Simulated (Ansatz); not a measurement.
The inner images of a band of H3N + H4OSi (10 atoms, charge 0, multiplicity 1) are given out of order.

These are results of Ansatz 0.2.0, RKS BHLYP-D4/6-31G*, not measurements.

Image 0:

```xyz
10
Properties=species:S:1:pos:R:3
Si -0.129 0.043 0.098
O -0.369 -0.013 1.753
H -0.963 0.679 2.039
H 1.223 0.424 -0.345
H -0.979 1.213 -0.294
H -0.694 -1.078 -0.674
N 1.266 -1.928 0.964
H 0.968 -2.849 0.681
H 2.265 -1.875 0.842
H 1.061 -1.818 1.945
```

Image 8:

```xyz
10
Properties=species:S:1:pos:R:3
Si 0.264 -0.491 -0.531
O 0.342 0.213 2.836
H -0.596 0.162 3.016
H 1.171 0.661 -0.414
H -1.125 -0.117 -0.214
H 0.292 -0.968 -1.934
N 0.773 -1.681 0.639
H 0.254 -2.543 0.677
H 1.757 -1.890 0.668
H 0.517 -0.547 2.265
```

Question: Put them in order from the first end to the last, with their energies above the first end.
A.
```xyz
10
Properties=species:S:1:pos:R:3
Si 0.219 -0.359 -0.119
O 0.348 0.200 2.058
H -0.527 0.362 2.408
H 1.158 0.770 -0.257
H -1.213 -0.024 0.091
H 0.186 -0.942 -1.476
N 0.825 -1.783 0.843
H 0.303 -2.635 0.734
H 1.805 -1.988 0.722
H 0.546 -0.803 2.005
```
B.
```xyz
10
Properties=species:S:1:pos:R:3
Si 0.190 -0.267 -0.029
O 0.319 0.203 1.937
H -0.512 0.407 2.365
H 1.169 0.800 -0.285
H -1.262 0.005 0.073
H 0.188 -0.949 -1.375
N 0.834 -1.771 0.919
H 0.292 -2.613 0.799
H 1.806 -1.986 0.748
H 0.624 -1.031 1.857
```
C.
```xyz
10
Properties=species:S:1:pos:R:3
Si 0.244 -0.477 -0.350
O 0.324 0.286 2.517
H -0.629 0.310 2.593
H 1.156 0.669 -0.245
H -1.131 -0.134 0.058
H 0.178 -0.894 -1.768
N 0.824 -1.767 0.686
H 0.350 -2.652 0.622
H 1.817 -1.928 0.679
H 0.517 -0.615 2.217
```
D.
```xyz
10
Properties=species:S:1:pos:R:3
Si 0.260 -0.487 -0.451
O 0.318 0.241 2.736
H -0.637 0.264 2.788
H 1.186 0.647 -0.326
H -1.113 -0.115 -0.064
H 0.219 -0.908 -1.871
N 0.803 -1.735 0.643
H 0.310 -2.611 0.632
H 1.793 -1.915 0.655
H 0.511 -0.582 2.267
```
E.
```xyz
10
Properties=species:S:1:pos:R:3
Si 0.231 -0.437 -0.235
O 0.348 0.270 2.256
H -0.577 0.337 2.483
H 1.139 0.719 -0.241
H -1.167 -0.093 0.105
H 0.170 -0.934 -1.622
N 0.826 -1.776 0.767
H 0.337 -2.650 0.666
H 1.815 -1.954 0.702
H 0.527 -0.683 2.129
```
F.
```xyz
10
Properties=species:S:1:pos:R:3
Si 0.093 -0.124 0.117
O 0.065 0.132 1.844
H -0.672 0.643 2.165
H 1.161 0.813 -0.296
H -1.312 0.351 -0.069
H 0.072 -1.010 -1.116
N 0.984 -1.824 0.957
H 0.411 -2.640 0.798
H 1.933 -2.031 0.692
H 0.915 -1.511 1.917
```
G.
```xyz
10
Properties=species:S:1:pos:R:3
Si -0.018 -0.032 0.117
O -0.238 -0.032 1.792
H -0.861 0.642 2.056
H 1.213 0.684 -0.278
H -1.175 0.856 -0.224
H -0.272 -1.104 -0.873
N 1.166 -1.849 0.972
H 0.583 -2.658 0.812
H 2.103 -2.068 0.678
H 1.148 -1.639 1.957
```

Answer: G (+0.20 eV), F (+0.83 eV), B (+1.61 eV), A (+1.13 eV), E (+0.70 eV), C (+0.51 eV), D (+0.46 eV).

Time of the run: 4.3 min on 1 thread of Arm Neoverse V2, on a shared host, peak memory 0.12 GiB.
